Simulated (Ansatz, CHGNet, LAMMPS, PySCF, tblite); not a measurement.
**3C-SiC, lattice parameter a**

Reference value: 4.346 Å (measured, static lattice: zero-point anharmonic expansion removed, our sources range from 4.341 to 4.348; as tabulated in Mejia-Rodriguez and Trickey (2018), arXiv:1807.09216).

**Question.** What do Gao–Weber SiC.gw, IPEA1-xTB, CHGNet 0.3.0, LDA, PBE, PBE-D4, r²SCAN+rVV10, PBE0-D3(BJ), r²SCANh, Hartree–Fock, MP2, CCSD give, and how far is each from the reference?

**Answer.** 
| level (code) | value (Å) | error (%) |
|---|---|---|
| Gao–Weber SiC.gw (LAMMPS) | 4.360 | +0.32 |
| IPEA1-xTB (tblite) | 4.412 | +1.52 |
| CHGNet 0.3.0 | 4.378 | +0.74 |
| LDA (Ansatz) | 4.329 | -0.39 |
| PBE (Ansatz) | 4.380 | +0.78 |
| PBE-D4 (Ansatz) | 4.352 | +0.14 |
| r²SCAN+rVV10 (Ansatz) | 4.352 | +0.14 |
| PBE0-D3(BJ) (Ansatz) | 4.318 | -0.64 |
| r²SCANh (Ansatz) | 4.348 | +0.05 |
| Hartree–Fock (Ansatz) | 4.366 | +0.46 |
| MP2 (PySCF) | 4.346 ± 0.02 | 0.00 |
| CCSD (PySCF) | 4.348 ± 0.02 | +0.05 |

Leaving aside IPEA1-xTB (doubt noted below): Once the reference is moved by up to 0.12 % (a margin picked here for doubts on the reference and the settings) and values within 0.10 % count as equal, the nearest can be MP2 (0.00 %), r²SCANh (+0.05 %), CCSD (+0.05 %), PBE-D4 (+0.14 %) or r²SCAN+rVV10 (+0.14 %). By the same margin the farthest can be PBE (+0.78 %), CHGNet 0.3.0 (+0.74 %) or PBE0-D3(BJ) (-0.64 %). Within 2 %: Gao–Weber SiC.gw, CHGNet 0.3.0, LDA, PBE, PBE-D4, r²SCAN+rVV10, PBE0-D3(BJ), r²SCANh, Hartree–Fock, MP2, CCSD.

A ± on a computed value is a rough bar: the spread of its extrapolation, a floor set from checks against published values, or a statistical error. IPEA1-xTB: this parameter set was refitted to ionisation energies, not structures. IPEA1-xTB: the run uses a supercell at the zone centre in place of a k mesh. Cutoffs and k meshes differ between the levels. Ansatz's density-functional and Hartree–Fock values are scalar-relativistic unless marked +SOC, with PAW data made under PBE.

Empirical potentials (Gao–Weber SiC.gw) are fitted to chosen data: where that held the value shown, agreement is built in, and what lay outside the fit can be far off. Machine-learned potentials (CHGNet 0.3.0) are trained on DFT data: a solid inside that data is no test of them.

Differences are worked out from the printed values.

Ansatz is a quantum-chemistry and plane-wave program.
